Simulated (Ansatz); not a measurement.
# B₂HF+ (quartet): from Hartree-Fock to the top rungs, cc-pVDZ

One table from this session's results is given with a row withheld; the runs are named, their logs left out.

Program: Ansatz 0.2.0, Gaussian basis. Level of theory: cc-pVDZ, core rule «outside noble gas», up to 3 orbitals frozen. These are calculated values, not measurements.

To be run: UHF; CCSD(T) on ROHF; CCSD(T) on UHF; BCCD(T) on ROHF; CISD; CCSDT(Q) on ROHF; CCSDT(Q) on UHF.

28 further runs of the same task are left out: 12 that didn't finish, 16 set aside as unsound or not needed.

## The geometry

The geometry is a PBE0/def2-TZVP stationary point (not a proven minimum) of the parent state, kept for this charge and spin.

4 atoms, charge 1, spin multiplicity 4.

Atoms are counted from 1 here; the program's logs count them from 0.

Bond lengths: B1–B2 1.633 Å, B2–F3 1.328 Å, B2–H4 1.205 Å. Angles: B1–B2–F3 125.5°, B1–B2–H4 114.3°, F3–B2–H4 120.2°.

Set-up of the first run:

in.yaml

```yaml
crystal:
  periodic: [false, false, false]
  atoms:
    - {symbol: B, position_ang: [0.000000, -0.285996, 1.615495]}
    - {symbol: B, position_ang: [0.000000, 0.444539, 0.154784]}
    - {symbol: F, position_ang: [0.000000, -0.177695, -1.018097]}
    - {symbol: H, position_ang: [0.000000, 1.648828, 0.202133]}
basis:
  gaussian: {orbitals: cc-pVDZ}
total_charge: 1
magnetization: {spin_polarized: true, initial_magnetization: 3}
hamiltonian: {xc: hf}
output: {orbitals: {seedname: orbitals}}
```

Run with:

```sh
$ ansatz run in.yaml --threads 1 --pin off --events-out ev --progress --plain --max-ram 2393MiB
```

Among the steps run: UHF; CCSD(T) on ROHF; CCSD(T) on UHF; BCCD(T) on ROHF; CISD; CCSDT(Q) on ROHF; CCSDT(Q) on UHF.

One of the session's tables, all rows but one given; the rest of the session is left out.

| method | from UCCSDT(Q) (meV) |
| --- | --- |
| ROHF | +8848.2 |
| UHF | ? |
| RMP2 | +874.1 |
| UMP2 | +903.1 |
| CISD | +949.6 |
| RCCSD | +315.8 |
| UCCSD | +311.4 |
| RCCSD(T) | +59.7 |
| UCCSD(T) | +61.5 |
| BCCD(T) | +56.1 |
| RCCSDT | +23.3 |
| UCCSDT | +23.0 |
| RCCSDT(Q) | +9.9 |
| UCCSDT(Q) | 0 |

**Question.** Estimate the row for UHF.

The run gave: from UCCSDT(Q) (meV): +8629.0. In the column «from UCCSDT(Q) (meV)» it lies between CISD (+949.6) and ROHF (+8848.2).

To keep in mind: Restricted and unrestricted rows rest on different reference determinants; where their highest levels disagree by more than a few hundredths of an eV, they describe different states and don't form one ladder.
